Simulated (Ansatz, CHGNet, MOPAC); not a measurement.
## How well does each level of theory give the elastic constant C44 of zinc-blende BAs?

Reference value: 149 GPa (measured, room temperature, not corrected to a static lattice, our sources range from 149 to 173; as tabulated in Kang et al. (2019), arXiv:1911.11281).

```json
[
 {"level (code)": "PM7 semi-empirical Hartree-Fock (MOPAC)", "value (GPa)": "119", "cell (Å³/atom)": "13.31"},
 {"level (code)": "CHGNet 0.3.0", "value (GPa)": "40.1", "cell (Å³/atom)": "14.23"},
 {"level (code)": "PBE (Ansatz)", "value (GPa)": "…", "cell (Å³/atom)": "13.90"},
 {"level (code)": "r²SCAN+rVV10 (Ansatz)", "value (GPa)": "159", "cell (Å³/atom)": "13.61"},
 {"level (code)": "PBE0 (Ansatz)", "value (GPa)": "161", "cell (Å³/atom)": "13.57"}
]
```

Task: Some entries are withheld; supply them.

Result: 
- PBE (Ansatz, an electronic-structure program), value (GPa): 145

Differences against the reference: PM7 semi-empirical Hartree-Fock (MOPAC) -20 %, CHGNet 0.3.0 -73 %, PBE -2.7 %, r²SCAN+rVV10 +6.7 %, PBE0 +8.1 %.

The levels aren't ranked against this reference (sources at odds).

The measured value isn't corrected to a static lattice, so vibrations enter the comparison. A static lattice is as a rule stiffer than a warm one, by over a tenth in soft solids.  PM7 semi-empirical Hartree-Fock (MOPAC): the method was fitted mainly to molecules. PM7 semi-empirical Hartree-Fock (MOPAC): the run uses a supercell at the zone centre in place of a k mesh. Each level is taken at its own relaxed cell. Cutoffs and k meshes differ between the levels. Ansatz's density-functional and Hartree–Fock values are scalar-relativistic unless marked +SOC, with PAW data made under PBE.

Machine-learned potentials (CHGNet 0.3.0) are trained on DFT data: a solid inside that data is no test of them.

Differences are worked out from the printed values.
